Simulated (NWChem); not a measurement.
System: dimethyl sulfide (C₂H₆S); SMILES CSC

Input file for NWChem:

```
start job
memory heap 200 mb stack 900 mb global 1100 mb
geometry units angstroms noautoz
  C     -1.379092     0.000000    -0.510968
  S      0.000000     0.000000     0.650724
  C      1.379092     0.000000    -0.510968
  H     -1.374213    -0.899006    -1.146955
  H     -2.302295     0.000000     0.085551
  H     -1.374213     0.899006    -1.146955
  H      1.374213    -0.899006    -1.146955
  H      2.302295     0.000000     0.085551
  H      1.374213     0.899006    -1.146955
end
basis spherical
  * library def2-tzvpd
end
dft
  xc slater vwn_5
  iterations 150
  semidirect filesize 400000000
  mulliken
end
task dft energy
```

NWChem printed, in part:

```
             Northwest Computational Chemistry Package (NWChem) 7.3.0
             --------------------------------------------------------

 C2V symmetry detected

                             Geometry "geometry" -> ""
                             -------------------------

 Output coordinates in angstroms (scale by  1.889725989 to convert to a.u.)

  No.       Tag          Charge          X              Y              Z
 ---- ---------------- ---------- -------------- -------------- --------------
    1 C                    6.0000    -1.37909200     0.00000000    -0.50694594
    2 S                   16.0000     0.00000000     0.00000000     0.65474606
    3 C                    6.0000     1.37909200     0.00000000    -0.50694594
    4 H                    1.0000    -1.37421300    -0.89900600    -1.14293294
    5 H                    1.0000    -2.30229500     0.00000000     0.08957306
    6 H                    1.0000    -1.37421300     0.89900600    -1.14293294
    7 H                    1.0000     1.37421300    -0.89900600    -1.14293294
    8 H                    1.0000     2.30229500     0.00000000     0.08957306
    9 H                    1.0000     1.37421300     0.89900600    -1.14293294

 Effective nuclear repulsion energy (a.u.)     110.7295169145

      Symmetry information
      --------------------

 Group name             C2v
 Group number             16
 Group order               4
 No. of unique centers     4

                                 NWChem DFT Module
                                 -----------------

 Summary of "ao basis" -> "ao basis" (spherical)
 ------------------------------------------------------------------------------
       Tag                 Description            Shells   Functions and Types
 ---------------- ------------------------------  ------  ---------------------
 C                         def2-tzvpd               13       37   6s3p3d1f
 S                         def2-tzvpd               16       46   6s6p3d1f
 H                         def2-tzvpd                5        9   3s2p

      Symmetry analysis of basis
      --------------------------

        a1         61
        a2         27
        b1         52
        b2         34

            General Information
            -------------------
          SCF calculation type: DFT
          Wavefunction type:  closed shell.
          No. of atoms     :     9
          No. of electrons :    34
           Alpha electrons :    17
            Beta electrons :    17
          Charge           :     0
          Spin multiplicity:     1
          Use of symmetry is: on ; symmetry adaption is: on
          Maximum number of iterations: 150
          AO basis - number of functions:   174
                     number of shells:    72
          Convergence on energy requested:  1.00D-06
          Convergence on density requested:  1.00D-05
          Convergence on gradient requested:  5.00D-04

              XC Information
              --------------
                        Slater Exchange Functional  1.000 local
                      VWN V Correlation Functional  1.000 local

             Grid Information
             ----------------
          Grid used for XC integration:  medium
          Radial quadrature: Mura-Knowles
          Angular quadrature: Lebedev.
          Tag              B.-S. Rad. Rad. Pts. Rad. Cut. Ang. Pts.
          ---              ---------- --------- --------- ---------
          C                   0.70       49          11.0       434
          S                   1.00       88          11.0       590
          H                   0.35       45          12.0       434
          Grid pruning is: on
          Number of quadrature shells:   227
          Spatial weights used:  Erf1

      Superposition of Atomic Density Guess
      -------------------------------------

 Sum of atomic energies:        -475.82119643

      Non-variational initial energy
      ------------------------------

 Total energy =    -477.393916
 1-e energy   =    -872.727151
 2-e energy   =     284.603717
 HOMO         =      -0.262561
 LUMO         =       0.030868

      Symmetry analysis of molecular orbitals - initial
      -------------------------------------------------

  Numbering of irreducible representations:

     1 a1          2 a2          3 b1          4 b2

  Orbital symmetries:

     1 a1          2 a1          3 b1          4 a1          5 b1
     6 a1          7 b2          8 a1          9 b1         10 a1
    11 b2         12 a1         13 b1         14 a2         15 b1
    16 a1         17 b2         18 b1         19 a1         20 a1
    21 b2         22 b1         23 a1         24 b1         25 a1
    26 b2         27 a1

------------------------------------------------------------
EAF file 0: "./job.aoints.0" size=209715200 bytes
------------------------------------------------------------
               write      read    awrite     aread      wait
               -----      ----    ------     -----      ----
     calls:      400         0         0         0         0
   data(b): 2.10e+08  0.00e+00  0.00e+00  0.00e+00
   time(s): 0.00e+00  0.00e+00  0.00e+00  0.00e+00  0.00e+00
rate(mb/s): 0.00e+00  0.00e+00
------------------------------------------------------------

     ---------------------------------------------
      Total Density - Mulliken Population Analysis
     ---------------------------------------------

[...]
```

Level: LDA (Slater exchange, VWN5)/def2-TZVPD. Structure relaxed at the PBE0/def2-SVP level.
